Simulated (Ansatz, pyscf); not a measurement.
HF (SMILES F) + F–C:–Cl (SMILES F[C]Cl) [singlet] → F–C:–F (SMILES F[C]F) [singlet] + HCl (SMILES Cl), a four-centre exchange on the singlet surface: F–H, C–Cl broken, C–F, Cl–H formed. PySCF, gas phase, ωB97X-D3(BJ)/def2-SVP geometries. Wave-function energies: Ansatz (a program for electronic structure), frozen core, RHF or UHF references. In kcal/mol, from the separated reactants.

```tsv
level	barrier	reaction energy
PBE0-D3(BJ)/def2-TZVP	21.75	-10.89
ωB97X-D3(BJ)/def2-TZVP	25.47	-12.97
CCSD(T)/cc-pV(D+d)Z	25.39	-14.96
CCSDT(Q)/cc-pV(D+d)Z	(withheld)	(withheld)
CCSD(T)/cc-pV(T+d)Z	27.37	-12.52
CCSD(T)/cc-pV(Q+d)Z	(withheld)	-11.02
```

Complete the blanks.


- CCSDT(Q)/cc-pV(D+d)Z, barrier: 25.06
- CCSDT(Q)/cc-pV(D+d)Z, reaction energy: -14.74
- CCSD(T)/cc-pV(Q+d)Z, barrier: 28.16

In cc-pV(D+d)Z, going from CCSD(T) to CCSDT(Q) shifts the barrier by -0.33 and the reaction energy by +0.22 kcal/mol. With HF in the quadruple-zeta basis and the correlation energy extrapolated as X⁻³ from X = 3, 4, CCSD(T) gives 28.01 and -10.39; adding the double-zeta shift gives ΔE‡ = 27.68 and ΔE = -10.17 kcal/mol, without core correlation, relativity or geometry relaxation at these levels. The same reactants have a lower exit, to F–CH(F)–Cl (barrier +12.19 kcal/mol at ωB97M-D3(BJ)/def2-TZVP, against +24.54 kcal/mol here). One saddle was located; it need not be the lowest between these sides.
